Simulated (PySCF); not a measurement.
`C=C[C@H]1C=N1` (C4H5N): bond dissociation enthalpies at several levels

Atom numbers as in the mapped SMILES `[CH2:1]=[CH:2][C@H:3]1[CH:4]=[N:5]1`.

All levels share the PBE0-D3(BJ)/def2-SVP structures and the GFN2-xTB thermal terms; only the single-point energies (PySCF) change. Values are bond dissociation enthalpies (298 K, kJ/mol).

| level | C3–H | C4–H | C2–C3 | C2–H | C1–H | time |
| --- | --- | --- | --- | --- | --- | --- |
| TPSS-D3(BJ)/pcseg-2 | 376 | 387 | 419 | 440 | 458 | 4.5 min |
| M06-2X/def2-TZVP | 392 | 394 | 443 | 450 | 460 | – |
| ωB97M-D3(BJ)/ma-def2-SVP (grid 2, conv 1e-06) | 394 | 401 | 455 | 456 | 469 | 72 s |
| LDA/pcseg-1 (grid 2) | 409 | 430 | 514 | 475 | 498 | 39 s |

Times are wall times for all single points of a level on 1 thread of Intel Xeon Platinum 8259CL @ 2.50GHz, a shared host; the dash marks the run that also made the structures. LDA, TPSS ran on a slower path of this set-up, which computes the density-fitting integrals anew in every SCF cycle while the other levels store them. So the times needn't show the usual order of cost, and those levels read slower than they are.

The widest spread is that of C2–C3: 95 kJ/mol, from 419 to 514.

Known limits: the order of C3–H and C4–H, of C2–C3 and C2–H is undecided: the gaps lie inside the method's error (some 10 kJ/mol, one structure a species); radicals beside a multiple bond are drawn in one resonance form, and their spin spreads.
